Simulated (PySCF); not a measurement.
**Orbital picture of NaN**

PBE at R = 2.249 Å; PySCF, no relativity, basis sets Na def2-TZVPP, N def2-TZVPP. State: ³Σ⁻ (triplet), unpaired electrons π ↑↑. Only the outer orbitals are listed, counted within each symmetry.

| spin | orbital | occ. | ε (eV) | on Na (%) | main shells (%) |
| --- | --- | --- | --- | --- | --- |
| α | 3σ | 1 | -56.45 | 100 | 100 Na s |
| α | 1π | 1 | -28.62 | 100 | 100 Na p |
| α | 1π | 1 | -28.62 | 100 | 100 Na p |
| α | 4σ | 1 | -28.53 | 100 | 100 Na p |
| α | 5σ | 1 | -16.39 | 1 | 98 N s |
| α | 2π | 1 | -5.38 | 3 | 97 N p |
| α | 2π | 1 | -5.38 | 3 | 97 N p |
| α | 6σ | 1 | -4.59 | 9 | 90 N p |
| α | 7σ | 0 | -1.99 | 96 | 82 Na s, 14 Na p |
| α | 3π | 0 | -0.08 | 99 | 98 Na p |
| α | 3π | 0 | -0.08 | 99 | 98 Na p |
| β | 3σ | 1 | -56.46 | 100 | 100 Na s |
| β | 1π | 1 | -28.64 | 100 | 100 Na p |
| β | 1π | 1 | -28.64 | 100 | 100 Na p |
| β | 4σ | 1 | -28.55 | 100 | 100 Na p |
| β | 5σ | 1 | -13.26 | 3 | 97 N s |
| β | 6σ | 1 | -3.37 | 32 | 67 N p, 30 Na s |
| β | 7σ | 0 | -2.15 | 76 | 56 Na s, 24 N p, 20 Na p |
| β | 2π | 0 | -2.10 | 18 | 82 N p, 16 Na p |
| β | 2π | 0 | -2.10 | 18 | 82 N p, 16 Na p |

Which are the highest filled and the lowest empty level, where do they sit, and how wide is the gap?

Highest filled β 6σ at -3.37 eV (in %: 67 N p, 30 Na s); lowest empty β 7σ at -2.15 eV (in %: 56 Na s, 24 N p, 20 Na p); the gap at PBE is 1.22 eV.

```
bond order (Mayer)                              : 0.78
⟨S²⟩                                            : 2.109
charge on Na (Mulliken, basis-dependent)        : 0.49
charge on Na (Löwdin, basis-dependent)          : 0.31
dipole moment (positive dipole means Na(−)N(+)) : -5.55 D
polarisability along the bond                   : 127.6 bohr³
polarisability across the bond                  : 47.3 bohr³
```

The state was picked by a PBE0 search and need not be the measured ground state.
